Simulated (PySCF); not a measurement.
Structure problem from calculated spectra and properties.

Formula: C6H12.

- UV, strongest line: among the 10 lowest singlet transitions: S3 at 7.18 eV (173 nm, f = 0.493) [TDDFT PBE0/def2-SVPD]
- Valence photoelectron: vertical ionisation energy: 8.93 eV [ΔSCF PBE0/def2-SVPD]
- Polarisability: 77.1 au [PBE0/def2-SVPD]
- UV, first state: lowest singlet excitation: 6.59 eV (188 nm, f = 0.012) [TDDFT PBE0/def2-SVPD]
- 1H NMR: chemical shifts (computed TMS as zero) by class: 5.38 (1 H), 5.27 (1 H), 2.53 (1 H), 1.75 (3 H), 0.96 (6 H) ppm [GIAO B3LYP/pcSseg-1]
- Couplings: largest of the computed one-bond spin–spin couplings (means over like bonds): 13C–1H +159.5, 13C–1H +158.4, 13C–1H +132.6 (×6), 13C–1H +132.3 (×3), 13C–1H +130.1, 13C–13C +77.9, 13C–13C +47.3, 13C–13C +45.2 Hz [B3LYP/pcJ-1, spin–dipole term left out]
- 13C NMR: chemical shifts (computed TMS as zero) by class: 147.2 (1 C), 130.5 (1 C), 29.9 (1 C), 25.4 (2 C), 15.6 (1 C) ppm [GIAO B3LYP/pcSseg-1]
- Rotational structure: rotational constants A, B, C: 5.691, 1.985, 1.820 GHz [PBE0-D3(BJ)/def2-SVP]

Gas-phase values; electronic properties from PySCF, density fitting. Levels stand in brackets. Isolated species at its PBE0-D3(BJ)/def2-SVP geometry (one conformer only). Each NMR value is the plain mean over a class of atoms that symmetry, rotation or inversion makes alike.

Q: What is the compound? Reason from the data.

A: Numbering: `[CH3:1]/[CH:2]=[CH:3]\[CH:4]([CH3:5])[CH3:6]`. Its formula, C6H12, gives 1 degree of unsaturation: 0 rings and 1 π bond in the structure found. 6 carbons fall into 5 classes; from least to most shielded: alkene CH carbon [C3] (147.2 ppm), alkene CH carbon [C2] (130.5 ppm), allylic carbon [C4] (29.9 ppm), methyl carbon [C5/C6] (25.4 ppm, 2 C), allylic carbon [C1] (15.6 ppm). Hydrogen classes from least to most shielded: 1 H on an alkene CH carbon, C2 (5.38 ppm), 1 H on an alkene CH carbon, C3 (5.27 ppm), 1 H on an allylic carbon, C4 (2.53 ppm), 3 H on an allylic carbon, C1 (1.75 ppm), 6 H on 2 methyl carbons, C5/C6 (0.96 ppm). The couplings run between: +159.5 Hz, alkene CH carbon [C2] and its hydrogen; +158.4 Hz, alkene CH carbon [C3] and its hydrogen; +132.6 Hz, methyl carbon [C5] and its hydrogen (with 5 like pairs); +132.3 Hz, allylic carbon [C1] and its hydrogen (with 2 like pairs); +130.1 Hz, allylic carbon [C4] and its hydrogen; +77.9 Hz, alkene CH carbon [C2] and alkene CH carbon [C3]; +47.3 Hz, allylic carbon [C1] and alkene CH carbon [C2]; +45.2 Hz, alkene CH carbon [C3] and allylic carbon [C4]. The first electron is taken from the HOMO, whose largest Löwdin shares are 0.34 on each of 2 atoms of one kind (alkene CH carbon), 0.08 on an allylic carbon and 0.05 on an allylic carbon. The optimised geometry has point group Cs and is an asymmetric top. Structure: `C/C=C\C(C)C`. Computed isomers that give other values at the same levels: `C=C(C)CCC` (13C chemical shifts (computed TMS as zero) by class: 154.9 (1 C), 119.7 (1 C), 44.0 (1 C), 23.1 (1 C), 22.8 (1 C), 14.1 (1 C) ppm); `CCCC1CC1` (rotational constant A: 10.457 GHz; this holds for the one conformer computed); `C=C(CC)CC` (rotational constant A: 3.825 GHz; this holds for the one conformer computed). The assignments are read from this structure; whether some other isomer fits the data as well wasn't checked.

Conformer computed: `[CH3:1]/[CH:2]=[CH:3]\[CH:4]([CH3:5])[CH3:6]`: C2–C3–C4–C5 -119°.
